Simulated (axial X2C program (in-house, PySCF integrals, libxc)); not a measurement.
# AlO⁻ with a deliberately poor setting

Computed with an axial X2C code built on PySCF integrals.

Input file and command:
```json
{"zs": [13, 8], "q": -1, "bas": ["dyall-av3z", "dyall-av3z"], "levels": ["PBE0", "HF", "M06", "LDA"], "cc": false, "r0": 1.7, "npts": 10, "nst": 2, "ntry": 6, "opt": {"ecut": 0.5}}
```
```bash
python so2c.py task.json out
```

Keys: zs atomic numbers; q charge; bas basis sets; levels methods; cc coupled cluster on or off; r0 starting distance in Å; npts points on the curve; nst determinants followed; ntry starts of the search; ecut virtual cutoff in hartree. HF also brings MP2.

One numerical setting was spoiled on purpose. Which, and what came out?

Virtual space cut too low. States: spin-free M_S = 0, Λ = 0; 2c Ω = 0. The apparent results, which are not to be taken for properties of AlO⁻:

| Hamiltonian | level | points converged | Re (Å) | ωe (cm⁻¹) | De (eV) | curve-fit residual (μEh) |
| --- | --- | --- | --- | --- | --- | --- |
| spin-free | PBE0 | 10 of 10 | 1.644 | 977 | 6.03 | 0.44 |
| spin-free | HF | 10 of 10 | 1.615 | 1071 | 3.86 | 0.0016 |
| spin-free | MP2 | 10 of 10 | 1.630 | 1010 | 3.67 | 0.076 |
| spin-free | M06 | 10 of 10 | 1.639 | 987 | 6.10 | 2.3 |
| spin-free | LDA | 10 of 10 | 1.649 | 949 | 7.07 | 0.19 |
| 2c | PBE0 | 10 of 10 | 1.645 | 977 | 6.03 | 0.44 |
| 2c | HF | 10 of 10 | 1.615 | 1071 | 3.86 | 0.0018 |
| 2c | MP2 | 10 of 10 | 1.630 | 1010 | 3.69 | 0.051 |
| 2c | M06 | 10 of 10 | 1.639 | 988 | 6.11 | 2.3 |
| 2c | LDA | 10 of 10 | 1.649 | 949 | 7.07 | 0.19 |
